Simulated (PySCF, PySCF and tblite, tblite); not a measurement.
# C₄H₇FS: a path driven as ring inversion, and NMR exchange

How fast is ring inversion in C₄H₇FS (`F[C@H]1CCSC1`), and when do the exchanging lines merge?

Programs: PySCF 2.14.0 with density-fitted response routines of our own, and tblite 0.8.0. All values are computed, except where a source is named. Atoms count from 0 throughout.

### 1 The starting structure

13 atoms, charge 0, multiplicity 1; geometry from: force field or distance geometry start.

Bonds of the start (Å): C1–C2 1.51, C1–C5 1.52, C1–H6 1.09, C2–C3 1.53, C2–H7 1.10, C2–H8 1.10, C3–H10 1.10, C3–H9 1.08, C3–S4 1.81, C5–H11 1.09, C5–H12 1.11, F0–C1 1.37, S4–C5 1.81.

### 2 GFN2-xTB relaxation, start minimum

What the job is given:

```
{"job": {"xc": "GFN2-xTB", "basis": "xTB", "kind": "relax"}, "charge": 0, "multiplicity": 1}
F      1.460100    -1.625000     0.417200
C      0.733300    -0.650000    -0.221200
C     -0.692000    -0.700700     0.271200
C     -1.366100     0.566300    -0.270800
S     -0.108300     1.856500    -0.092600
C      1.276400     0.713800     0.153900
H      0.803200    -0.829500    -1.294900
H     -0.729000    -0.723900     1.368800
H     -1.206000    -1.603300    -0.082800
H     -1.630200     0.449900    -1.315400
H     -2.271200     0.811400     0.297300
H      2.134700     0.986100    -0.462800
H      1.590700     0.748700     1.214500
```

Run with:

```console
$ OMP_NUM_THREADS=1 python ens_run.py task.json out
```

The driver reads the study from task.json and runs its stages one after another.

Output:

```text
step      E/eV     max force
  0    -547.35211    1.022
  1    -547.38712    0.312
  2    -547.39564    0.184
  3    -547.39941    0.143
  4    -547.40289    0.143
  5    -547.40437    0.105
  6    -547.40533    0.088
  7    -547.40601    0.078
  8    -547.40656    0.068
  9    -547.40681    0.052
 10    -547.40690    0.024
 11    -547.40694    0.021
 12    -547.40698    0.020
 13    -547.40702    0.020
 14    -547.40704    0.015
 15    -547.40706    0.014
 16    -547.40707    0.013
 17    -547.40708    0.007
 18    -547.40709    0.006
 19    -547.40709    0.005
 20    -547.40710    0.005
 21    -547.40710    0.004
 22    -547.40710    0.005
 23    -547.40711    0.006
 24    -547.40711    0.008
 25    -547.40712    0.007
 26    -547.40712    0.006
 27    -547.40713    0.007
 28    -547.40713    0.008
 29    -547.40714    0.009
 30    -547.40715    0.008
 31    -547.40715    0.006
 32    -547.40716    0.005
 33    -547.40716    0.005
 34    -547.40717    0.007
 35    -547.40717    0.005
 36    -547.40717    0.005
 37    -547.40718    0.006
 38    -547.40718    0.004
 39    -547.40718    0.004
 40    -547.40718    0.004
 41    -547.40718    0.004
 42    -547.40718    0.002
```

Run time: 0.14 s. Hardware: 1 thread of INTEL XEON PLATINUM 8581C at 2.30GHz, shared host.

Relaxing gained 0.055 eV and moved the atoms by 0.03 Å on average (rms).

### 3 Relaxed scan, ring torsion 0 driven

What the job is given:

```
{"job": {"xc": "GFN2-xTB", "basis": "xTB", "coordinate": [["t", [5, 1, 2, 3], 1.0]], "kind": "drive"}, "charge": 0, "multiplicity": 1}
F      1.490459    -1.642607     0.393253
C      0.735247    -0.662350    -0.208160
C     -0.711845    -0.712687     0.273427
C     -1.364010     0.545947    -0.263157
S     -0.106013     1.874879    -0.112177
C      1.273392     0.713909     0.159090
H      0.800522    -0.841183    -1.288811
H     -0.712628    -0.714572     1.365396
H     -1.219776    -1.610318    -0.079089
H     -1.621507     0.450472    -1.318249
H     -2.244848     0.844579     0.299687
H      2.120424     1.018354    -0.451446
H      1.556195     0.736065     1.212508
```

Output:

```text
point  coordinate     E/eV
  0     36.600     -547.36331
  1     22.200     -547.28017
  2      7.400     -547.22193
  3     -7.500     -547.22584
  4    -22.200     -547.28391
  5    -36.000     -547.40008
  6    -49.700     -547.39279
```

Wall time 0.72 s (1 thread of INTEL XEON PLATINUM 8581C at 2.30GHz, shared host).

The highest point is number 2, 3.3 kcal/mol above the first.

### 4 Nudged elastic band, leg 1

The job, as its differences from that of step 3:

```diff
@@ -1,2 +1,2 @@
-{"job": {"xc": "GFN2-xTB", "basis": "xTB", "coordinate": [["t", [5, 1, 2, 3], 1.0]], "kind": "drive"}, "charge": 0, "multiplicity": 1}
+{"job": {"xc": "GFN2-xTB", "basis": "xTB", "kind": "neb"}, "charge": 0, "multiplicity": 1}
 F      1.490459    -1.642607     0.393253
```

Output:

```text
image   E - E0 / eV
  0       0.0000
  1       0.0638
  2       0.1672
  3       0.1849
  4       0.1109
  5       0.0280
  6       0.0024
```

Run time: 0.81 s. Hardware: 1 thread of INTEL XEON PLATINUM 8581C at 2.30GHz, shared host.

The highest point is number 3, 4.3 kcal/mol above the first.

### 5 Saddle search, leg 1

What the job is given:

```
{"job": {"xc": "GFN2-xTB", "basis": "xTB", "kind": "saddle"}, "charge": 0, "multiplicity": 1}
F      1.192557    -1.226316     1.265735
C      0.789590    -0.689782     0.057324
C     -0.740147    -0.770879    -0.042775
C     -1.393170     0.609931    -0.065567
S     -0.101646     1.902521    -0.021992
C      1.302851     0.742667    -0.045183
H      1.267152    -1.320991    -0.701818
H     -1.091949    -1.333945     0.822878
H     -1.016218    -1.326211    -0.938535
H     -1.977203     0.768079    -0.971361
H     -2.036486     0.769659     0.798151
H      1.863600     0.902256    -0.964722
H      1.941070     0.973011     0.807864
```

Output:

```text
step      E/eV     max force
  0    -547.22224   0.0340
  1    -547.21466   0.0606
  2    -547.21361   0.0897
  3    -547.21408   0.0191
  4    -547.21461   0.0208
  5    -547.21659   0.0381
  6    -547.22518   0.0725
  7    -547.22064   0.0425
  8    -547.22519   0.0515
  9    -547.23145   0.0612
 10    -547.23966   0.0640
 11    -547.24521   0.0672
 12    -547.24687   0.0644
 13    -547.25215   0.0620
 14    -547.25742   0.1089
 15    -547.25043   0.0581
 16    -547.25535   0.0564
 17    -547.26388   0.0762
 18    -547.27359   0.0983
 19    -547.28158   0.1352
 20    -547.29901   0.1333
 21    -547.32530   0.0884
 22    -547.35230   0.1586
 23    -547.33719   0.0638
 24    -547.35259   0.0705
 25    -547.36011   0.0968
 26    -547.36526   0.0695
 27    -547.37005   0.1201
 28    -547.37133   0.1591
 29    -547.37145   0.1107
 30    -547.36051   0.2896
 31    -547.37067   0.0179
 32    -547.36627   0.0500
 33    -547.36892   0.0188
 34    -547.36721   0.0205
 35    -547.36556   0.0190
 36    -547.36335   0.0181
 37    -547.36040   0.0323
 38    -547.35768   0.0323
 39    -547.35406   0.0555
 40    -547.35077   0.0655
 41    -547.34937   0.0135
 42    -547.34714   0.0266
 43    -547.34492   0.0305
 44    -547.34265   0.0309
 45    -547.34030   0.0330
 46    -547.33789   0.0210
 47    -547.33482   0.0387
 48    -547.33163   0.0427
 49    -547.32827   0.0424
 50    -547.32477   0.0430
 51    -547.32126   0.0262
 52    -547.31752   0.0413
 53    -547.31387   0.0408
 54    -547.31032   0.0408
 55    -547.30698   0.0377
 56    -547.30110   0.0672
 57    -547.29658   0.1245
 58    -547.29983   0.0175
 59    -547.29809   0.0376
 60    -547.29740   0.0469
 61    -547.29757   0.0014
lowest wavenumbers (cm-1): -97.1 116.1 349.5 386.7 491.1 646.6
```

It took 5.2 s on 1 thread of INTEL XEON PLATINUM 8581C at 2.30GHz, shared host.

Point group C1; 1 imaginary mode, 97i cm⁻¹, carried by C3, H10, C2, H9. Steps downhill from it reached both ends.

### 6 Shieldings, start: PBE0/pcSseg-1 in cyclohexane

What the job is given:

```
{"job": {"kind": "nmr", "xc": "PBE0", "basis": "pcSseg-1", "solvent": "cyclohexane", "pop": false}, "charge": 0, "multiplicity": 1}
F      1.490459    -1.642607     0.393253
C      0.735247    -0.662350    -0.208160
C     -0.711845    -0.712687     0.273427
C     -1.364010     0.545947    -0.263157
S     -0.106013     1.874879    -0.112177
C      1.273392     0.713909     0.159090
H      0.800522    -0.841183    -1.288811
H     -0.712628    -0.714572     1.365396
H     -1.219776    -1.610318    -0.079089
H     -1.621507     0.450472    -1.318249
H     -2.244848     0.844579     0.299687
H      2.120424     1.018354    -0.451446
H      1.556195     0.736065     1.212508
```

Output:

```text
coarse grid: 11400 points
cycle   1  E = -654.1221000416  dE =  6.912e-01  |g| = 4.635e-01  |ddm| = 3.209e+00
cycle   2  E = -654.1059564340  dE =  1.614e-02  |g| = 6.029e-01  |ddm| = 7.616e-01
cycle   3  E = -654.1606071468  dE = -5.465e-02  |g| = 5.569e-02  |ddm| = 4.248e-01
cycle   4  E = -654.1611201232  dE = -5.130e-04  |g| = 2.450e-02  |ddm| = 6.411e-02
cycle   5  E = -654.1612478193  dE = -1.277e-04  |g| = 5.091e-03  |ddm| = 2.398e-02
cycle   6  E = -654.1612538470  dE = -6.028e-06  |g| = 1.718e-03  |ddm| = 7.777e-03
final grid: 105792 points
cycle   7  E = -654.2067905834  dE = -2.628e-05  |g| = 1.087e-02  |ddm| = 2.696e-02
cycle   8  E = -654.2067652536  dE =  2.533e-05  |g| = 1.524e-02  |ddm| = 2.230e-02
cycle   9  E = -654.2068185194  dE = -5.327e-05  |g| = 9.407e-04  |ddm| = 1.331e-02
cycle  10  E = -654.2068186539  dE = -1.345e-07  |g| = 2.588e-04  |ddm| = 9.376e-04
cycle  11  E = -654.2068186642  dE = -1.032e-08  |g| = 5.145e-05  |ddm| = 2.380e-04
cycle  12  E = -654.2068186648  dE = -5.596e-10  |g| = 1.569e-05  |ddm| = 6.081e-05
converged SCF energy = -654.2068186648

GIAO shielding tensors (ppm)
atom      isotropic    diamagn.    paramagn.     s11        s22        s33       span
  0 F      390.975     471.426     -80.451    362.911    391.395    418.620     55.709
  1 C       88.308     242.338    -154.030     41.078     78.208    145.637    104.560
  2 C      148.854     248.327     -99.472    123.414    157.064    166.084     42.670
  3 C      157.218     249.725     -92.507    127.889    164.731    179.033     51.144
  4 S      555.744    1054.871    -499.127    308.863    516.133    842.235    533.373
  5 C      149.814     250.654    -100.840    119.230    157.684    172.527     53.297
  6 H       26.458      29.510      -3.052     23.434     26.718     29.222      5.788
  7 H       29.661      30.136      -0.475     26.298     27.765     34.919      8.621
  8 H       29.373      29.458      -0.085     25.077     26.911     36.132     11.056
  9 H       28.784      29.715      -0.931     23.099     26.738     36.514     13.415
 10 H       28.929      28.961      -0.032     23.778     26.294     36.715     12.937
 11 H       28.606      29.021      -0.414     23.765     26.409     35.645     11.879
 12 H       28.637      29.705      -1.068     23.683     26.960     35.269     11.586
```

Wall time 11 s (1 thread of INTEL XEON PLATINUM 8581C at 2.30GHz, shared host); peak memory 0.75 GiB.

Key values: HOMO -6.47 eV, LUMO 0.79 eV; dipole 1.52 D.

### 7 Shieldings, saddle of leg 1: PBE0/pcSseg-1 in cyclohexane

What the job is given:

```
{"job": {"kind": "nmr", "xc": "PBE0", "basis": "pcSseg-1", "solvent": "cyclohexane", "pop": false}, "charge": 0, "multiplicity": 1}
F      1.052479    -1.031392     1.472551
C      0.780240    -0.709407     0.158980
C     -0.731905    -0.766942    -0.081249
C     -1.336946     0.639660    -0.013535
S     -0.024074     1.816982     0.463435
C      1.276660     0.696226    -0.132080
H      1.319955    -1.455085    -0.438622
H     -1.170957    -1.413108     0.679032
H     -0.926112    -1.208340    -1.058735
H     -1.732081     0.952366    -0.980058
H     -2.123378     0.720805     0.733129
H      1.417641     0.841291    -1.203474
H      2.198477     0.916942     0.400626
```

Output:

```text
coarse grid: 11400 points
cycle   1  E = -654.1166892052  dE =  6.817e-01  |g| = 4.762e-01  |ddm| = 3.199e+00
cycle   2  E = -654.0964748640  dE =  2.021e-02  |g| = 6.358e-01  |ddm| = 7.795e-01
cycle   3  E = -654.1580759546  dE = -6.160e-02  |g| = 5.401e-02  |ddm| = 4.267e-01
cycle   4  E = -654.1585591887  dE = -4.832e-04  |g| = 2.464e-02  |ddm| = 6.186e-02
cycle   5  E = -654.1586895199  dE = -1.303e-04  |g| = 5.283e-03  |ddm| = 2.327e-02
cycle   6  E = -654.1586959445  dE = -6.425e-06  |g| = 1.731e-03  |ddm| = 7.668e-03
final grid: 105792 points
cycle   7  E = -654.2051019028  dE = -2.859e-05  |g| = 1.063e-02  |ddm| = 2.609e-02
cycle   8  E = -654.2050777101  dE =  2.419e-05  |g| = 1.479e-02  |ddm| = 2.144e-02
cycle   9  E = -654.2051290723  dE = -5.136e-05  |g| = 9.311e-04  |ddm| = 1.276e-02
cycle  10  E = -654.2051291974  dE = -1.251e-07  |g| = 2.726e-04  |ddm| = 8.514e-04
cycle  11  E = -654.2051292083  dE = -1.086e-08  |g| = 5.509e-05  |ddm| = 2.296e-04
cycle  12  E = -654.2051292089  dE = -6.214e-10  |g| = 1.751e-05  |ddm| = 6.666e-05
converged SCF energy = -654.2051292089

GIAO shielding tensors (ppm)
atom      isotropic    diamagn.    paramagn.     s11        s22        s33       span
  0 F      361.659     473.886    -112.227    285.405    371.849    427.721    142.316
  1 C       85.392     242.382    -156.990     55.992     81.821    118.363     62.371
  2 C      147.697     247.238     -99.542    116.693    151.348    175.050     58.356
  3 C      152.366     248.541     -96.175    108.235    170.131    178.734     70.499
  4 S      523.112    1054.690    -531.578    274.511    485.821    809.004    534.493
  5 C      141.204     250.033    -108.829    108.853    147.900    166.859     58.006
  6 H       26.185      29.087      -2.902     22.869     25.357     30.329      7.460
  7 H       29.238      29.205       0.033     24.376     27.583     35.755     11.378
  8 H       29.501      29.814      -0.313     24.025     27.887     36.592     12.566
  9 H       28.640      29.276      -0.636     21.841     27.240     36.839     14.998
 10 H       28.579      28.973      -0.395     23.102     26.124     36.510     13.408
 11 H       28.790      29.737      -0.947     22.567     27.125     36.678     14.111
 12 H       28.529      28.995      -0.466     23.887     25.783     35.918     12.032
```

Run time: 11 s. Hardware: 1 thread of INTEL XEON PLATINUM 8581C at 2.30GHz, shared host; peak memory 0.83 GiB.

In short: HOMO -6.39 eV, LUMO 0.90 eV; dipole 3.04 D.

### 8 Shieldings, end: PBE0/pcSseg-1 in cyclohexane

What the job is given:

```
{"job": {"kind": "nmr", "xc": "PBE0", "basis": "pcSseg-1", "solvent": "cyclohexane", "pop": false}, "charge": 0, "multiplicity": 1}
F      0.784082    -0.855756     1.558171
C      0.737778    -0.675211     0.189112
C     -0.711181    -0.760578    -0.277588
C     -1.349280     0.566125     0.092733
S     -0.139832     1.827592    -0.428154
C      1.283204     0.705977    -0.158273
H      1.361454    -1.472585    -0.231881
H     -1.218721    -1.597374     0.202907
H     -0.726173    -0.901102    -1.359090
H     -2.285339     0.754394    -0.426250
H     -1.497402     0.650136     1.169700
H      1.869227     0.686260    -1.075056
H      1.893729     1.092756     0.656514
```

Output:

```text
coarse grid: 11400 points
cycle   1  E = -654.1219501404  dE =  6.878e-01  |g| = 4.742e-01  |ddm| = 3.195e+00
cycle   2  E = -654.1021163193  dE =  1.983e-02  |g| = 6.308e-01  |ddm| = 7.631e-01
cycle   3  E = -654.1628145924  dE = -6.070e-02  |g| = 5.493e-02  |ddm| = 4.211e-01
cycle   4  E = -654.1633155756  dE = -5.010e-04  |g| = 2.454e-02  |ddm| = 6.346e-02
cycle   5  E = -654.1634436744  dE = -1.281e-04  |g| = 5.189e-03  |ddm| = 2.341e-02
cycle   6  E = -654.1634498311  dE = -6.157e-06  |g| = 1.699e-03  |ddm| = 7.418e-03
final grid: 105792 points
cycle   7  E = -654.2087520519  dE = -2.522e-05  |g| = 1.103e-02  |ddm| = 2.622e-02
cycle   8  E = -654.2087256466  dE =  2.641e-05  |g| = 1.552e-02  |ddm| = 2.226e-02
cycle   9  E = -654.2087807178  dE = -5.507e-05  |g| = 9.006e-04  |ddm| = 1.315e-02
cycle  10  E = -654.2087808379  dE = -1.200e-07  |g| = 2.559e-04  |ddm| = 8.325e-04
cycle  11  E = -654.2087808479  dE = -9.992e-09  |g| = 5.558e-05  |ddm| = 2.307e-04
cycle  12  E = -654.2087808485  dE = -6.462e-10  |g| = 1.661e-05  |ddm| = 6.214e-05
converged SCF energy = -654.2087808485

GIAO shielding tensors (ppm)
atom      isotropic    diamagn.    paramagn.     s11        s22        s33       span
  0 F      370.277     474.742    -104.464    293.904    377.795    439.133    145.229
  1 C       87.604     242.506    -154.902     57.767     80.299    124.746     66.979
  2 C      144.179     248.105    -103.926    123.126    151.024    158.387     35.261
  3 C      151.079     249.052     -97.974    114.321    161.998    176.917     62.596
  4 S      529.179    1054.821    -525.642    287.435    515.183    784.921    497.486
  5 C      144.267     249.607    -105.340    110.999    149.400    172.402     61.403
  6 H       26.160      29.157      -2.997     22.625     25.476     30.378      7.753
  7 H       29.243      29.380      -0.137     24.733     26.460     36.538     11.805
  8 H       30.127      29.998       0.129     25.719     27.417     37.247     11.528
  9 H       28.906      29.034      -0.128     23.460     26.197     37.061     13.601
 10 H       28.444      29.625      -1.181     23.297     26.042     35.994     12.697
 11 H       28.516      29.223      -0.707     22.696     26.726     36.125     13.428
 12 H       28.322      28.859      -0.537     23.053     26.462     35.452     12.399
```

It took 11 s on 1 thread of INTEL XEON PLATINUM 8581C at 2.30GHz, shared host; peak memory 0.83 GiB.

Key values: HOMO -6.41 eV, LUMO 0.93 eV; dipole 2.20 D.

### 9 Barriers, rates and exchange

What the job is given:

```
{"job": {"smiles": "FC1CCSC1", "charge": 0, "mult": 1, "motion": "ring", "what": "5-membered ring", "atoms": [1, 2, 3, 4, 5], "ring": [1, 2, 3, 4, 5], "study": "path", "level": {"kind": "nmr", "xc": "PBE0", "basis": "pcSseg-1", "solvent": "cyclohexane"}, "fields": [60, 400, 700], "first": 0, "seed": 226, "kind": "path"}, "charge": 0, "multiplicity": 1}
F      1.490459    -1.642607     0.393253
C      0.735247    -0.662350    -0.208160
C     -0.711845    -0.712687     0.273427
C     -1.364010     0.545947    -0.263157
S     -0.106013     1.874879    -0.112177
C      1.273392     0.713909     0.159090
H      0.800522    -0.841183    -1.288811
H     -0.712628    -0.714572     1.365396
H     -1.219776    -1.610318    -0.079089
H     -1.621507     0.450472    -1.318249
H     -2.244848     0.844579     0.299687
H      2.120424     1.018354    -0.451446
H      1.556195     0.736065     1.212508
```

Output:

```text
stationary points (kcal/mol above the start)
  n  kind          group   xTB      DFT    lowest mode
  0  minimum      C1       0.00     0.00      82.8
  1  saddle       C1       2.53     1.08     -97.1
  2  minimum      C1       0.06    -1.25      66.5

GFN2-xTB energies: T/K, barrier G, reaction G (kcal/mol), k forward, k back (1/s)
 150.00     2.51     0.02   6.81e+08   7.21e+08
 200.00     2.60     0.03      6e+09   6.46e+09
 250.00     2.71     0.05   2.23e+10   2.45e+10
 298.15     2.83     0.07   5.24e+10   5.87e+10
 350.00     2.97     0.09   1.01e+11   1.16e+11
 400.00     3.13     0.12   1.63e+11   1.89e+11
 500.00     3.46     0.17   3.21e+11    3.8e+11

PBE0/pcSseg-1 + D3(BJ), IEF-PCM cyclohexane energies: T/K, barrier G, reaction G (kcal/mol), k forward, k back (1/s)
 150.00     1.07    -1.29   8.66e+10   1.14e+09
 200.00     1.16    -1.28   2.27e+11   9.14e+09
 250.00     1.26    -1.26   4.09e+11   3.24e+10
 298.15     1.38    -1.24      6e+11   7.41e+10
 350.00     1.53    -1.22   8.09e+11   1.41e+11
 400.00     1.68    -1.19   1.01e+12   2.25e+11
 500.00     2.01    -1.14   1.37e+12   4.37e+11
```

It took 42 s on 1 thread of INTEL XEON PLATINUM 8581C at 2.30GHz, shared host; peak memory 0.83 GiB. This counts the whole study up to here.

Barriers by level (kcal/mol; entropies in cal/(mol K)). Zero-point and thermal terms come from xTB in every row. ΔG‡ leaves symmetry out; the rate counts one path; effective ΔG‡, where given, is the barrier that would give that rate by Eyring's equation alone:

```
                                      level   ΔE‡  with zero-point   ΔH‡   ΔS‡  ΔG‡ (298 K)  ΔE of reaction  k at 298 K (1/s)  effective ΔG‡
                                   GFN2-xTB  2.53             2.39  1.92  -3.1         2.83            0.06           5.2e+10           2.83
PBE0/pcSseg-1 + D3(BJ), IEF-PCM cyclohexane  1.08             0.94  0.47  -3.1         1.38           -1.25             6e+11           1.38
```

Sites that the driver pairs across this motion, and where their lines would merge (no couplings; faster rotations, inversion at nitrogen or exchange between molecules can average them sooner):

```
nucleus        sites: shielding (ppm)  proton frequency (MHz)  spread (Hz)  coalescence (K)  lines at 298 K
    ¹⁹F    F0: 391.0; F0 (end): 370.3                     700        13638         below 40               –
    ¹³C    C3: 157.2; C3 (end): 151.1                     700         1081         below 40               –
    ¹³C    C5: 149.8; C5 (end): 144.3                     700          976         below 40               –
    ¹³C    C2: 148.9; C2 (end): 144.2                     700          823         below 40               –
     ¹H    H8: 29.37; H8 (end): 30.13                     700          528         below 40               –
     ¹H  H10: 28.93; H10 (end): 28.44                     700          339         below 40               –
     ¹H    H7: 29.66; H7 (end): 29.24                     700          292         below 40               –
     ¹H  H12: 28.64; H12 (end): 28.32                     700          220         below 40               –
```

Rows that set an atom against itself at the end compare its shielding in the two forms.

### 10 Nudged elastic band

What the job is given:

```
{"job": {"start": "idpp", "steps": 12, "xc": "GFN2-xTB", "basis": "xTB", "kind": "neb"}, "charge": 0, "multiplicity": 1}
F      1.490459    -1.642607     0.393253
C      0.735247    -0.662350    -0.208160
C     -0.711845    -0.712687     0.273427
C     -1.364010     0.545947    -0.263157
S     -0.106013     1.874879    -0.112177
C      1.273392     0.713909     0.159090
H      0.800522    -0.841183    -1.288811
H     -0.712628    -0.714572     1.365396
H     -1.219776    -1.610318    -0.079089
H     -1.621507     0.450472    -1.318249
H     -2.244848     0.844579     0.299687
H      2.120424     1.018354    -0.451446
H      1.556195     0.736065     1.212508
```

Output:

```text
image   E - E0 / eV
  0       0.0000
  1       0.0692
  2       0.1856
  3       0.2356
  4       0.1851
  5       0.0722
  6       0.0024
```

Run time: 0.33 s. Hardware: 1 thread of INTEL XEON PLATINUM 8581C at 2.30GHz, shared host; peak memory 0.35 GiB.

This input is unsound on purpose: too few band steps.

The run did not converge, so its numbers are no properties of the molecule.

### 11 Outcome

```
                                             quantity                             value
barrier (PBE0/pcSseg-1 + D3(BJ), IEF-PCM cyclohexane)  ΔE‡ 1.1, ΔG‡(298 K) 1.4 kcal/mol
                                   barrier (GFN2-xTB)                  ΔE‡ 2.5 kcal/mol
                                        rate at 298 K                         6e+11 s⁻¹
                                      end of the path      -1.2 kcal/mol from the start
              stages that failed or stayed incomplete                                 1
```

In words: DFT puts the top 1.1 kcal/mol above the start (xTB: 2.5); the rate from the DFT barrier is 6e+11 s⁻¹ at 298 K. An error of 1.4 kcal/mol changes that rate tenfold.
